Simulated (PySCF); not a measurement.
Gas-phase XPS of `CP(C)(C)=N`, computed

C₃H₁₀NP.
Geometry (GFN2-xTB, Å), atoms numbered from 1 in this order:
```
atom  x, y, z in Å
C1     0.023    1.343   -1.077
P2    -0.212    0.234    0.342
C3    -1.079   -1.237   -0.379
C4     1.481   -0.448    0.662
N5    -0.919    1.075    1.443
H6     0.512    0.837   -1.906
H7     0.622    2.188   -0.744
H8    -0.956    1.708   -1.381
H9    -1.194   -1.994    0.396
H10   -0.540   -1.660   -1.222
H11   -2.069   -0.911   -0.697
H12    1.916   -0.902   -0.224
H13    2.108    0.376    1.002
H14    1.420   -1.189    1.457
H15   -1.118    0.588    2.305
```

Computed with delta-SCF UKS SCAN, pcX-2 on the ionised atom, pcseg-1 elsewhere, spin-free X2C (PySCF). These are vertical core ionisation energies against the vacuum level, from separate self-consistent calculations with and without the core hole.

**Question.** What binding energy does each computed site have?

**Answer.** 
```
atom(s)                bonded to    level  binding energy (eV)  2p1/2 (eV)  count
     P2  N (double bond) and 3 C     P 1s              2151.21           –      1
     N5    H and P (double bond)     N 1s               402.38           –      1
     C1                3 H and P     C 1s               290.56           –      1
     P2  N (double bond) and 3 C  P 2p3/2               137.29      138.18      1
```

**Question.** Which effective nuclear charge Zeff reproduces each element's mean 1s value in the hydrogen-like formula E = 13.606 eV × Zeff²?

**Answer.** C (Z = 6): mean 290.6 eV, Zeff = 4.62, Z − Zeff = 1.38; N (Z = 7): mean 402.4 eV, Zeff = 5.44, Z − Zeff = 1.56; P (Z = 15): mean 2151.2 eV, Zeff = 12.57, Z − Zeff = 2.43. Means run over the listed sites, weighted by atom count.

**Question.** What is the longest wavelength that can ionise P 2p3/2 of P2 vertically?

**Answer.** λ = hc/E = 12398.42 eV Å / 137.29 eV = 90.308 Å.

The list is incomplete; no value stands for C 1s of C3, C4. For 2p shells one spin-free hole was relaxed; a mean-field spin–orbit operator and the ground-state splitting of the three 2p orbitals were then diagonalised within the shell. The shell's mean is (2 × 2p3/2 + 2p1/2)/3, and the degeneracies 2j + 1 give areas of 2:1. 2p1/2 minus 2p3/2 (ligand field included): P 0.89 eV. Geometry: GFN2-xTB; no solvent, vibrations or thermal averaging.
